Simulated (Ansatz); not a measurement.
The input, for Ansatz 0.2.0:

```yaml
crystal:
  periodic: [false, false, false]
  atoms:
    - {symbol: Al, position_ang: [0.000000, 0.032224, 1.206475]}
    - {symbol: S, position_ang: [0.000000, -0.066502, -0.975876]}
    - {symbol: H, position_ang: [0.000000, 1.252993, -1.251158]}
basis:
  gaussian: {orbitals: 6-31G}
correlation: {method: fic_mrcisd_q, electrons: outside_noble_gas, active_space: {window: {electrons: 10, orbitals: 9}, shells: [{species: Al, l: s, shell: 3}, {species: Al, l: p, shell: 3}, {species: H, l: s, shell: 1}, {species: S, l: s, shell: 3}, {species: S, l: p, shell: 3}]}}
```

```sh
$ ansatz run in.yaml --threads 1 --pin off --events-out ev --progress --plain --max-ram 2816MiB --backend cpu
```

(1) Roughly how long does this take on 1 thread of AMD EPYC 7R13, shared host, and how much host memory?

```
560 factors; integrals over basis functions are off by at most 1.2e-7 eV
mean field evaluation 1: about -17413.7091 eV, gradient 1.4e1 eV
mean field evaluation 2: about -17413.7107 eV, gradient 1.4e1 eV
mean field evaluation 4: about -17414.5437 eV, gradient 7.9e-1 eV
mean field evaluation 8: about -17414.5489 eV, gradient 4.9e-4 eV
mean field -17414.54888331 eV, -639.9728674563 hartree, gradient 2.4e-6 eV, S^2 0.000000; 0 other end points of the search recorded, 0 dependent functions left out
reference -17414.54888331 eV, -639.9728674563 hartree; 15, 15 occupied and 13, 13 virtual orbitals, 560 factors
state -17416.24243425 eV, -640.0351043057 hartree
contracted CI cycle   1: correlation 0.00000000 eV, 0.0000000000 hartree, residual 6.85e0 eV
contracted CI cycle   2: correlation -1.02501393 eV, -0.0376685670 hartree, residual 1.58e0 eV
contracted CI cycle   3: correlation -1.08007519 eV, -0.0396920311 hartree, residual 3.70e-1 eV
contracted CI cycle   4: correlation -1.08325262 eV, -0.0398087994 hartree, residual 9.12e-2 eV
contracted CI cycle   5: correlation -1.08344546 eV, -0.0398158862 hartree, residual 2.37e-2 eV
contracted CI cycle   6: correlation -1.08345910 eV, -0.0398163874 hartree, residual 6.62e-3 eV
contracted CI cycle   7: correlation -1.08346003 eV, -0.0398164217 hartree, residual 1.94e-3 eV
contracted CI cycle   8: correlation -1.08346011 eV, -0.0398164245 hartree, residual 5.84e-4 eV
state -17416.24243425 eV, -640.0351043057 hartree; corrected -17417.35777860 eV, -640.0760924543 hartree
Total energy: -17417.35777860 eV, -640.0760924543 hartree
Checks for a lower state left out: starts, orbital_swaps
```

For the same geometry and basis full CI lies 19.1 meV lower.

Results:

(1) 3.7 s wall and 0.37 GiB.
